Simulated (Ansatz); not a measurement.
Reaction (SMILES): O=S(F)F + 3 [H][H] (H2) → 2 F (HF) + O (H2O) + S (H2S)
B3LYP-D3(BJ)/def2-TZVP geometries, fixed; electronic energies without zero-point terms.
Largest species:
```xyz
4

O      1.3619    -0.1486    -0.3569
S      0.1670    -0.0077     0.4048
F     -0.6344     1.2320    -0.2285
F     -0.8731    -1.0862    -0.1739
```

Basis-set convergence of the energy of full hydrogenation at r2SCAN with Ansatz (an electronic-structure program). Cartesian d functions, on some or all atoms, in 6-311+G**; all else is spherical. The program fits the integrals of some runs and decomposes those of others, by size. No added dispersion term, no relativity. Functions are those of the species that has most. Reference: the value in pcseg-4, -49.39 kcal/mol, itself unsure by roughly 0.56 kcal/mol (its mean distance from aug-pcseg-3, aug-cc-pV(Q+d)Z, cc-pV(5+d)Z). Deviations are taken from unrounded values. Cost is core time over that of 6-311+G**, rough, on shared machines of one kind.

```tsv
basis	functions	energy of full hydrogenation (kcal/mol)	minus reference (kcal/mol)	cost
pcseg-1	60	-69.24	-19.85	0.7×
6-311+G**	97	-82.16	-32.77	1×
pcseg-2	124	-54.82	-5.43	1×
cc-pV(T+d)Z	129	-46.20	3.19	1×
jun-cc-pV(T+d)Z	165	-52.52	-3.13	2×
def2-QZVPP	241	-49.65	-0.26	2×
def2-QZVPPD	277	-50.59	-1.20	3×
aug-cc-pV(Q+d)Z	329	-50.37	-0.98	4×
aug-pcseg-3	344	-49.75	-0.36	4×
```
